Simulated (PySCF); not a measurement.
Molecule: CCl₄, net charge 0, singlet state. SMILES: ClC(Cl)(Cl)Cl
Structure (B3LYP-D3(BJ)/def2-TZVP (Ansatz) minimum search):
```xyz
5

C      0.0000     0.0000     0.0000
Cl     1.0327     1.0410     1.0081
Cl    -1.0056    -1.0297     1.0464
Cl    -1.0489     1.0136    -1.0192
Cl     1.0218    -1.0250    -1.0353
```
Charge 0, spin multiplicity 1.

Dispersion corrections to the total energy (kcal/mol) from the dftd3 and dftd4 libraries through PySCF: D3(BJ) without and D4 with the three-body term, each with the damping fitted for the functional named.

| functional | D3(BJ) | D4 |
|---|---|---|
| BHLYP | -7.79 | -7.10 |
| B3LYP | -9.31 | ___ |
| r2SCAN | -1.24 | -1.13 |
| CAM-B3LYP | -4.29 | ___ |
| TPSSh | ___ | -6.43 |
| B2GP-PLYP | -4.37 | -2.20 |
| HF | -34.44 | -18.22 |

Problem. What belongs in the gaps?

Solution. 
- B3LYP, D4: -8.75
- CAM-B3LYP, D4: -4.55
- TPSSh, D3(BJ): -5.89
